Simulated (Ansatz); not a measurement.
# C4H6O2: up Jacob's ladder to CCSD(T)

How much do the methods differ for C4H6O2? The plan is to run it at one geometry with functionals of several rungs and with coupled cluster. The yardstick is the atomisation energy at the CCSD(T) limit.

Computed with Ansatz 0.2.0, Gaussian basis. Level: functionals in def2-TZVPP, the program's frozen cores in correlated methods.

Plan: PBE-D4, r2SCAN-D4, PBE0-D4, B3LYP-D4, ωB97X-V, ωB97M-V, B2PLYP; CCSD(T)/def2-TZVPP; MP2/def2-QZVPP; extrapolation to the limit.

### Step 1. Structure used throughout

All runs share one geometry, relaxed beforehand with PBE0-D4 in a triple-zeta def2 set.

SMILES `C/C=C(\O)C=O`, 12 atoms, charge 0, spin multiplicity 1.

Atoms are counted from 1 here; the program's logs count them from 0.

Bond lengths: C1–C2 1.482 Å, C1–H7 1.089 Å, C1–H8 1.095 Å, C1–H9 1.095 Å, C2–C3 1.335 Å, C2–H10 1.085 Å, C3–O4 1.361 Å, C3–C5 1.474 Å, O4–H11 0.962 Å, C5–O6 1.201 Å, C5–H12 1.119 Å. Angles: C2–C1–H7 111.9°, C2–C1–H8 110.6°, C2–C1–H9 110.6°, H7–C1–H8 108.6°, H7–C1–H9 108.6°, H8–C1–H9 106.4°, C1–C2–C3 125.5°, C1–C2–H10 119.4°, C3–C2–H10 115.1°, C2–C3–O4 122.1°, C2–C3–C5 121.3°, O4–C3–C5 116.6°, C3–O4–H11 109.4°, C3–C5–O6 126.2°, C3–C5–H12 113.6°, O6–C5–H12 120.2°.

As a file:

```xyz
12

C    -1.0056   -0.7435    1.4196
C    -0.4438    0.2925    0.5209
C     0.3899    0.0659   -0.4970
O     0.8181   -1.1860   -0.8167
C     0.8947    1.1698   -1.3339
O     0.6298    2.3347   -1.2067
H    -0.6550   -1.7410    1.1576
H    -2.0998   -0.7364    1.3797
H    -0.7335   -0.5398    2.4603
H    -0.7109    1.3326    0.6742
H     1.4078   -1.1385   -1.5758
H     1.5852    0.8344   -2.1483
```

### Step 2. PBE-D4 (GGA)

Contents of in.yaml:

```yaml
crystal:
  periodic: [false, false, false]
  atoms:
    - {symbol: C, position_ang: [-1.005606, -0.743501, 1.419587]}
    - {symbol: C, position_ang: [-0.443821, 0.292471, 0.520933]}
    - {symbol: C, position_ang: [0.389881, 0.065883, -0.496976]}
    - {symbol: O, position_ang: [0.818103, -1.185965, -0.816669]}
    - {symbol: C, position_ang: [0.894685, 1.169759, -1.333884]}
    - {symbol: O, position_ang: [0.629763, 2.334710, -1.206729]}
    - {symbol: H, position_ang: [-0.654997, -1.741001, 1.157617]}
    - {symbol: H, position_ang: [-2.099755, -0.736408, 1.379705]}
    - {symbol: H, position_ang: [-0.733505, -0.539782, 2.460342]}
    - {symbol: H, position_ang: [-0.710857, 1.332595, 0.674168]}
    - {symbol: H, position_ang: [1.407808, -1.138454, -1.575782]}
    - {symbol: H, position_ang: [1.585201, 0.834392, -2.148311]}
basis:
  gaussian: {orbitals: def2-TZVPP}
hamiltonian: {xc: pbe, dispersion: d4}
output: {forces: true, orbitals: {seedname: orbitals}}
```

Launch:

```bash
$ ansatz run in.yaml --threads 4 --pin off --events-out ev --progress --plain --max-ram 10444MiB
```

After this run come: r2SCAN-D4 (meta-GGA); PBE0-D4 (hybrid); B3LYP-D4 (hybrid); ωB97X-V (range-separated); ωB97M-V (range-separated); B2PLYP (double hybrid); CCSD(T) in def2-TZVPP; MP2 in def2-QZVPP.

Before running them: what should the planned runs give, taken together? Wanted: atomisation energy, CCSD(T)/CBS; farthest; mean size of error, hybrid; mean size of error, range-separated; gap, smallest and largest; T1 diagnostic; triples share of the correlation energy.

The runs gave:

| quantity | value |
| --- | --- |
| atomisation energy, CCSD(T)/CBS | 53.039 eV |
| functionals within 0.265 eV (0.5 %) | B3LYP-D4, ωB97X-V, ωB97M-V |
| farthest | PBE-D4 (+2.074 eV) |
| mean size of error, hybrid | 0.343 eV |
| mean size of error, range-separated | 0.153 eV |
| gap, smallest and largest | 3.03 eV (PBE-D4), 9.62 eV (ωB97X-V) |
| T1 diagnostic | 0.0146 |
| triples share of the correlation energy | 4.3 % |

What this shows: PBE-D4 misses by +2.074 eV. Double hybrids carry the basis error of their MP2 part in triple zeta, and no dispersion term here, so their miss is partly the set-up's. Misses under about 0.265 eV are within the doubt on the reference itself, which lacks core-valence correlation, relativity and higher excitations. Hartree-Fock recovers 71 % of the binding; the rest is correlation. Orbital gaps span 3.0 to 9.6 eV; exact exchange widens them. The restricted reference is unstable towards a spin-broken one.
